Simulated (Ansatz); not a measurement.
A made-up structure of CH₂NSi, doublet:

C1  (0.230, -0.634, 0.447)
Si2  (0.386, 0.777, -0.640)
N3  (-0.468, -0.816, -0.603)
H4  (1.733, 0.411, -0.901)
H5  (-0.530, 1.958, -0.512)
(Å)

It is relaxed with PBE-D4/def2-SVP and then PBE0-D4/def2-TZVP (Ansatz 0.2.0). Atoms count as bonded within 1.22 times the sum of their covalent radii (H–H: 0.88 Å). The end point is not checked to be a true minimum.

**Question.** Does its bonding change? (Judge from chemistry; the calculation decides.)

**Answer.** The calculation gives: Yes. Formed: none; broken: C1–Si2.

Where it ends: The first stage lowers the energy by 0.94 eV in 8 steps. It ends as CH₂NSi ([C][N][SiH2]):
```csv
atom,x (Å),y (Å),z (Å)
C1,-0.5313,-1.5087,0.4136
Si2,0.6598,1.0140,-0.3847
N3,-0.0741,-0.5003,0.0216
H4,1.7031,0.7602,-1.4067
H5,-0.4064,1.9309,-0.8537
```

Labels in which every atom is bracketed show which atoms are joined, not bond orders.

For scale, one of the runs: PBE0-D4/def2-TZVP relaxation, 111 basis functions, launched by `ansatz run in.yaml --threads 2 --pin off --events-out ev --progress --plain --max-ram 4352MiB`. Hardware: 2 CPU threads of an AMD EPYC 7B13, shared host. Wall time about 38 s.
